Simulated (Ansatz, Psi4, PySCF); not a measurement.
Gas-phase reaction in SMILES: c1ccccc1 [benzene] + 6 C (CH4) -> 3 C=C (C2H4) [ethene] + 3 CC (C2H6)

Wanted: bond separation energy (electronic), in kcal/mol. Conventions: spin-orbit terms left out; frozen cores in correlated levels; non-relativistic; 6-311+G** with 5d; LANL2DZ all-electron up to Ne; 6-31G* and kin with 6d, 5d where marked; no dispersion term unless named. First-principles rows: single points at B3LYP-D3(BJ) geometries (Ansatz, a program for electronic structure). The Hartree-Fock reference of c1ccccc1 is unstable towards a lower, spin-broken solution.

```
level                        program  bond separation energy (electronic) (kcal/mol)
--------------------  --------------  ----------------------------------------------
HF/6-31G*                     Ansatz                                            58.4
PBE/LANL2DZ                   Ansatz                                            70.2
BP86/6-31G* (5d)               PySCF                                            68.3
B3LYP/6-31G                   Ansatz                                            68.0
B3LYP/6-31G*                  Ansatz                                            66.1
B3LYP/6-31G**                 Ansatz                                            65.7
B3LYP/6-311+G**               Ansatz                                            61.9
PBE0/6-311+G**                Ansatz                                            63.9
wB97X-D/6-311+G**               Psi4                                            60.6
MP2/STO-3G                    Ansatz                                            71.9
MP2/3-21G                     Ansatz                                            63.4
MP2/LANL2DZ                   Ansatz                                            65.8
MP2/6-31G*                    Ansatz                                            71.5
PBE/def2-TZVPD                Ansatz                                            64.8
r2SCAN-D4/def2-TZVPD  Ansatz + dftd4                                            68.6
```

No value to compare with is used here. The 13 habitual levels span 58.4 (HF/6-31G*) to 71.9 kcal/mol (MP2/STO-3G); PBE/def2-TZVPD gives 64.8.

The levels are drawn from those run, B3LYP/6-31G* more often than the rest, none by its result; left out are runs that failed, that the program found above a lower state of the same kind, or whose <S^2> lies over 0.5 above the pure value.
